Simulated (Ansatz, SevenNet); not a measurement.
For rock-salt SrO, the machine-learned potential SevenNet-0 (trained on PBE and PBE+U data) gives:

| Property | Value |
|---|---|
| equilibrium lattice constant a | 5.208 Å |
| bulk modulus B0 | 83.1 GPa |
| TO(Γ) frequency | 193 cm⁻¹ |
| elastic constant C11 | 150 GPa |
| elastic constant C44 | 47.9 GPa |
| polycrystal shear modulus | 48.7 GPa |

### Question
What does PBE0 (PAW; Ansatz, a first-principles code) give for the same quantities?

### Answer

- lattice constant a: 5.153 Å (decreases by 1.1 %)
- bulk modulus: 93.1 GPa (grows by 12 %)
- zone-centre TO phonon frequency: 209 cm⁻¹ (increases by 8.3 %)
- elastic constant C11: 177 GPa (grows by 18 %)
- elastic constant C44: 57.4 GPa (increases by 20 %)
- Voigt–Reuss–Hill shear modulus: 59.5 GPa (goes up by 22 %)

For comparison: lattice constant a 5.16 Å (measured, 300 K, not corrected to a static lattice; as tabulated in Santana et al. (2016), arXiv:1608.06321); bulk modulus 91 GPa (measured, 300 K, no zero-point or thermal correction; as tabulated in Santana et al. (2016), arXiv:1608.06321); zone-centre TO phonon frequency 224 cm⁻¹ (measured, temperature not stated, no zero-point or thermal correction; as tabulated in Roshan et al. (2021), arXiv:2110.13857); elastic constant C11 175 GPa (measured, temperature not stated, not corrected to a static lattice; as tabulated in Oses et al. (2018), arXiv:1811.08464); elastic constant C44 55.9 GPa (measured, temperature not stated, not corrected to a static lattice; as tabulated in Oses et al. (2018), arXiv:1811.08464).

Changes are worked out from the printed values.

Unless a cell is named, each level is at its own relaxed cell (SevenNet-0 17.66, PBE0 17.10 Å³/atom).

Ansatz's density-functional and Hartree–Fock values are scalar-relativistic unless marked +SOC, with PAW data made under PBE.
